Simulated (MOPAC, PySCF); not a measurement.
C2H3N, SMILES `CC#N`, neutral singlet in the gas phase. 

Cartesian coordinates (Å):
```xyz
6

C     -0.4798     0.0837     0.0056
C      0.9560    -0.1668    -0.0111
N      2.1093    -0.3681    -0.0244
H     -0.9694    -0.4084    -0.8582
H     -0.9318    -0.3119     0.9368
H     -0.6843     1.1716    -0.0486
```
Charge 0, multiplicity 1.

All levels are single points at this geometry (PBE-D3(BJ)/def2-SVP); Pople sets use spherical d functions. Orbital energies aren't observables, and empty levels follow the basis.

HF/STO-3G in PySCF gives dipole (D) = 3.07.

Estimate the dipole (D) from each of these levels: PBE-D3(BJ)/def2-TZVP in PySCF; B3LYP/6-311+G** in PySCF; B3LYP/6-31G* in PySCF; BP86/6-31G* in PySCF; M06-2X/6-31G* in PySCF; PBE/6-31G* in PySCF; SVWN5/6-31G* in PySCF; HF/3-21G in PySCF; HF/6-31G* in PySCF; PM3 in MOPAC; PM6 in MOPAC; PM7 in MOPAC.


```
level                          dipole (D)
-----------------------------  ----------
PBE-D3(BJ)/def2-TZVP in PySCF        3.96
B3LYP/6-311+G** in PySCF             4.08
B3LYP/6-31G* in PySCF                3.82
BP86/6-31G* in PySCF                 3.78
M06-2X/6-31G* in PySCF               3.82
PBE/6-31G* in PySCF                  3.76
SVWN5/6-31G* in PySCF                3.86
HF/3-21G in PySCF                    3.94
HF/6-31G* in PySCF                   4.10
PM3 in MOPAC                         3.25
PM6 in MOPAC                         3.82
PM7 in MOPAC                         3.89
```
